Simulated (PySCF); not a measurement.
An unknown is described by computed data only.

Formula: C4H4F2.

- Couplings: largest of the computed one-bond spin–spin couplings (means over like bonds): 19F–13C -306.0, 13C–1H +242.6, 19F–13C -234.6, 13C–1H +229.7, 13C–1H +158.5, 13C–1H +157.9, 13C–13C +67.2, 13C–13C +59.3 Hz [B3LYP/pcJ-1, spin–dipole term left out for some pairs]
- Dipole: 1.45 D [CAM-B3LYP/def2-SVPD]
- 13C NMR: chemical shifts (computed TMS as zero) by class: 140.2 (1 C), 123.2 (1 C), 83.5 (1 C), 68.7 (1 C) ppm [GIAO PBE0/pcSseg-1]
- Rotational structure: rotational constants A, B, C: 9.949, 1.902, 1.718 GHz [GFN2-xTB]
- UV, first state: lowest singlet excitation: 6.44 eV (193 nm, f = 0.001) [TDDFT CAM-B3LYP/def2-SVPD]
- Triplet: lowest triplet excitation (Tamm–Dancoff): 4.77 eV [TDA CAM-B3LYP/def2-SVPD]

The electronic properties come from PySCF, for the isolated species, density fitting. Levels stand in brackets. The structure is a single GFN2-xTB conformer in the gas phase; no vibrational or solvent corrections. NMR values are class means; diastereotopic atoms form classes of their own.

**Question.** Give a SMILES that accounts for the data.

**Answer.** Numbering: `[F:1][CH2:2][C:3]1=[CH:4][C@@H:5]1[F:6]`. Its formula, C4H4F2, gives 2 degrees of unsaturation: 1 ring and 1 π bond in the structure found. 4 carbons fall into 4 classes; from least to most shielded: fully substituted alkene carbon [C3] (140.2 ppm), alkene CH carbon [C4] (123.2 ppm), sp3 C–F carbon [C2] (83.5 ppm), sp3 C–F carbon [C5] (68.7 ppm). The couplings run between: -306.0 Hz, alkyl fluorine [F6] and sp3 C–F carbon [C5]; +242.6 Hz, alkene CH carbon [C4] and its hydrogen; -234.6 Hz, alkyl fluorine [F1] and sp3 C–F carbon [C2]; +229.7 Hz, sp3 C–F carbon [C5] and its hydrogen; +158.5 Hz, sp3 C–F carbon [C2] and its hydrogen; +157.9 Hz, sp3 C–F carbon [C2] and its hydrogen; +67.2 Hz, sp3 C–F carbon [C2] and fully substituted alkene carbon [C3]; +59.3 Hz, fully substituted alkene carbon [C3] and alkene CH carbon [C4]. The optimised geometry has point group C1 and is an asymmetric top. Structure: `FCC1=C[C@@H]1F`. Computed isomers that give other values at the same levels: `C#C[C@@H](F)CF` (13C chemical shifts (computed TMS as zero) by class: 92.6 (1 C), 87.3 (1 C), 87.2 (1 C), 81.5 (1 C) ppm); `FCC#CCF` (13C chemical shifts (computed TMS as zero) by class: 94.0 (2 C), 73.2 (2 C) ppm); `FC1=CC[C@H]1F` (13C chemical shifts (computed TMS as zero) by class: 163.6 (1 C), 116.8 (1 C), 94.0 (1 C), 30.7 (1 C) ppm). The assignments are read from this structure; whether some other isomer fits the data as well wasn't checked. The mirror image fits equally.

Conformer computed: `[F:1][CH2:2][C:3]1=[CH:4][C@@H:5]1[F:6]`: F1–C2–C3–C4 -7°.
